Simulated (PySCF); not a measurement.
# C3H4F2: the cost of one run

Programs: PySCF 2.14.0, with density-fitted response routines of our own. Each step states its level of theory. These are calculated values for one molecule in the gas phase, unless marked as measured. Atoms count from 0, in the outputs and in this text.

### 1 The starting structure

9 atoms, charge 0, multiplicity 1; geometry from: PBE0-D3(BJ)/def2-SVP.

Bonds of the start (Å): C0–C1 1.33, C1–F2 1.34, C1–C3 1.49, C3–F4 1.36, C0–H5 1.09, C0–H6 1.09, C3–H7 1.11, C3–H8 1.11.

### 2 J couplings: LDA/pcJ-1

The job: settings as JSON, then the geometry in Å.

```
{"job": {"kind": "j", "xc": "LDA", "basis": "pcJ-1"}, "charge": 0, "multiplicity": 1}
C      1.045430     0.374915     0.870989
C      0.372531     0.275429    -0.266660
F      0.810375     0.814860    -1.408446
C     -0.932563    -0.420846    -0.480917
F     -1.386469    -0.978058     0.675619
H      0.636038    -0.085740     1.769070
H      1.994838     0.909962     0.913953
H     -0.806626    -1.205711    -1.248892
H     -1.675461     0.303076    -0.862598
```

Level: LDA/pcJ-1 indirect spin-spin coupling, non-relativistic, gas phase.

On the command line:

```console
OMP_NUM_THREADS=1 python probes_run.py task.json out
```

One launch serves the whole session: the jobs run in the order shown.

Q: Estimate the wall time and peak memory of this first job on 1 thread of Intel Xeon 6975P-C, shared host.

About 7 s, with a peak of 0.5 GiB.
